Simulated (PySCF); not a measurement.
# Unknown compound

Molecular formula: C3H4F2. Simulated spectra:

¹H NMR (400 MHz, computed): δ 3.84 (m, 2H), 1.22 (tdt, J = 28.1, 9.9, 4.2 Hz, 1H), 0.72 (tdt, J = 13.2, 9.9, 8.0 Hz, 1H).

¹³C{¹H} NMR (computed): δ 60.4 (CH, m, 2C), 9.7 (CH2, t, J = 8.9 Hz).

PySCF calculation with couplings computed with B3LYP/pcJ-1, coordinates at the PBE0-D3(BJ)/def2-SVP level and σ from GIAO-HF/pcSseg-2; relativity neglected, fast rotation and ring inversion assumed for equivalent nuclei, isolated molecule, one computed conformer.

Shifts are taken against calculated references (same method and geometry level): TMS for ¹H (31.68 ppm), ¹³C (191.47 ppm).

**Question.** Deduce the structure.

**Answer.** 
The formula gives 1 degree of unsaturation (1 ring in the answer). 2 carbon signals for 3 carbons: some carbons are equivalent by symmetry or fast rotation. Carbon types of the structure: 2 × CH, 1 × CH2, which accounts for all hydrogens. δC 60.4, 9.7: three-membered-ring carbon. δH 3.84, 1.22, 0.72: hydrogen on a three-membered-ring carbon. The protons at 1.22 and 0.72 share a coupling of 9.9 Hz (geminal).

These data were computed for `F[C@@H]1C[C@@H]1F`.

The shifts were computed for this structure.

Common functionals overestimate the size of one-bond C–F couplings by tens of Hz; these are unscaled. Multiplet labels drop couplings under 1 Hz and merge nearly equal ones. Couplings among chemically equivalent protons are left out too, so labels in AA′BB′ or AA′XX′ sets are apparent multiplicities. Unscaled 3J(H,H) at this level run about 10 % above measured values. Shifts are as computed, not scaled to solution data. Of 1211 compounds with measured shifts, 218 miss one by over three times the rms of a fit or turn the order of signals round; such compounds aren't used in these exercises.
